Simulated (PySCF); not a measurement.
# HS− (hydrosulfide) at MP2/6-31G(d) (spherical functions)

What is the vertical singlet–triplet gap of HS− (hydrosulfide) at MP2/6-31G* (spherical functions)? The job is set up through a Python script.

The calculation is run with PySCF 2.14.0.

9 further runs of the same task are left out: 9 set aside as unsound or not needed.

## 1. The molecule

HS− has 2 atoms, charge -1, and is taken as a singlet. As SMILES, `[SH-]`. Geometry: relaxed at PBE0-D4/def2-TZVPD.

Bond lengths: S1–H2 1.346 Å.

## 2. A single-point energy at MP2/6-31G(d) (spherical functions)

calc.py reads:

```python
from pyscf import gto, scf, mp

molecule = gto.M(
    atom='S 0.574700 -0.187900 0.295500; H -0.574700 0.187900 -0.295500',
    charge=-1,
    basis='6-31g*',
    verbose=3,
    max_memory=1860,
)

mf = scf.RHF(molecule)
mf.conv_tol = 1e-10
mf.kernel()
if not mf.converged:
    mf = mf.newton().run(mf.mo_coeff, mf.mo_occ)

pt = mp.MP2(mf, frozen=5).run()
etot = pt.e_tot
print('E(%s) = %.9f' % ('MP2', etot))
```

Command:

```
$ OMP_NUM_THREADS=1 python calc.py
```

What it wrote:

```text
converged SCF energy = -398.091826992656
E(RMP2) = -398.207795233846  E_corr = -0.115968241189277
E(SCS-RMP2) = -398.207991914941  E_corr = -0.116164922284622
E(MP2) = -398.207795234
```

Wall time 0.76 s (1 thread of Arm Neoverse V1, shared host); peak memory 0.12 GiB.

## 3. The triplet, same level

input.xyz reads:

```xyz
2
HS
S      0.574700    -0.187900     0.295500
H     -0.574700     0.187900    -0.295500
```

run.py reads:

```python
from pyscf import gto, scf, mp

mol = gto.M(
    atom='input.xyz',
    basis='6-31g*',
    verbose=3,
    charge=-1,
    spin=2,
    max_memory=1860,
)

hf = scf.UHF(mol)
hf.conv_tol = 1e-10
hf.kernel()
if not hf.converged:
    hf = hf.newton().run(hf.mo_coeff, hf.mo_occ)

pt = mp.MP2(hf, frozen=5).run()
e_tot = pt.e_tot
print('Final energy', e_tot)
```

Command:

```
$ OMP_NUM_THREADS=1 python run.py
```

What it wrote:

```text
WARN: HOMO 0.132347987218941 >= LUMO -0.29886197267979

converged SCF energy = -397.90415363072  <S^2> = 2.0079041  2S+1 = 3.0052648
E(UMP2) = -398.00225949124  E_corr = -0.0981058605200721
E(SCS-UMP2) = -398.001577242565  E_corr = -0.097423611844939
Final energy -398.00225949124
```

Run time: 0.78 s. Hardware: 1 thread of Arm Neoverse V1, shared host; peak memory 0.12 GiB.

## 4. Results

Level: MP2/6-31G* (spherical functions), 5 core orbitals frozen.

```
                                                           quantity          value
                                              singlet: total energy  -398.20780 Eh
                       singlet: HOMO energy (Hartree–Fock orbitals)       -1.91 eV
                       singlet: LUMO energy (Hartree–Fock orbitals)       12.36 eV
     singlet: HOMO–LUMO gap (to an unbound level, set by the basis)       14.27 eV
               singlet: correlation energy (5 core orbitals frozen)     -116.0 mEh
                                              triplet: total energy  -398.00226 Eh
triplet: HOMO energy (Hartree–Fock orbitals) (highest over α and β)        3.79 eV
 triplet: LUMO energy (Hartree–Fock orbitals) (lowest over α and β)        7.69 eV
               triplet: correlation energy (5 core orbitals frozen)      -98.1 mEh
                         triplet: ⟨S²⟩ of the reference determinant          2.008
                   vertical energy of the triplet above the singlet       5.593 eV
```

What this shows: At this shape the triplet lies 5.59 eV (129 kcal/mol) above the singlet. For an anion a state so high probably lies above electron detachment. The HOMO (triplet) lies at positive energy, 3.79 eV: the electron is unbound at this level or held by a compact basis; values depend on the basis.
